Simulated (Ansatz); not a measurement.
`C#C/C=C/F` + HCl → `F/C=C/Cl` + `C#C` at 700 K and 1 bar (substitution at a C–C bond).

Calculated with Ansatz (gas phase, PBE0-D4/def2-TZVP geometries, no zero-point term in ΔE). CBS: MP2 limit from def2 TZ/QZ plus the TZ coupled-cluster correction, frozen cores. This one scheme is used for every species. Double bonds are as drawn, so ΔE can hold a change between cis and trans.

```json
{"species": "`C#C/C=C/F`", "CCSD(T)/CBS energy (Eh)": "-253.70459", "H − E (kJ/mol)": "200.4", "S (J/(mol·K))": "385.7"}
{"species": "HCl", "CCSD(T)/CBS energy (Eh)": "-460.38127", "H − E (kJ/mol)": "38.4", "S (J/(mol·K))": "211.8"}
{"species": "`F/C=C/Cl`", "CCSD(T)/CBS energy (Eh)": "-636.83467", "H − E (kJ/mol)": "139.3", "S (J/(mol·K))": "351.5"}
{"species": "`C#C`", "CCSD(T)/CBS energy (Eh)": "-77.22717", "H − E (kJ/mol)": "102.1", "S (J/(mol·K))": "244.4"}
```

H − E and S are ideal-gas, rigid-rotor, harmonic terms from PBE0-D4/def2-TZVP. 1 Eh = 2625.50 kJ/mol, R = 8.31446 J/(mol·K).

**Question.** By hand: ΔE, ΔH, ΔS and ΔG.

**Answer.** ΔE = (-636.83467) + (-77.22717) − (-253.70459) − (-460.38127) = 0.02402 Eh = 63.1 kJ/mol. Δ(H − E) = 139.3 + 102.1 − 200.4 − 38.4 = 2.6, so ΔH = 65.7 kJ/mol. ΔS = 351.5 + 244.4 − 385.7 − 211.8 = -1.6 J/(mol·K). ΔG = 65.7 − 700 × (-1.6)/1000 = 66.8 kJ/mol.

**Question.** By hand: the equilibrium constant, and the temperature at which ΔG would vanish if ΔH and ΔS stayed fixed.

**Answer.** log₁₀ K = −ΔG/(RT ln 10) = -5.0. ΔH and −TΔS have one sign here, so there is no such temperature. One of them is within its doubt of zero, so this could turn.

The number of gas molecules stays the same, so ΔS is small and ΔH decides. A doubt of 5 kJ/mol in ΔE shifts log₁₀ K by 0.4 here. These are equilibria of isolated gas molecules and say nothing of rates. Largest T1 diagnostic: 0.013 (customary marks: 0.02 for closed shells, 0.045 for open ones).
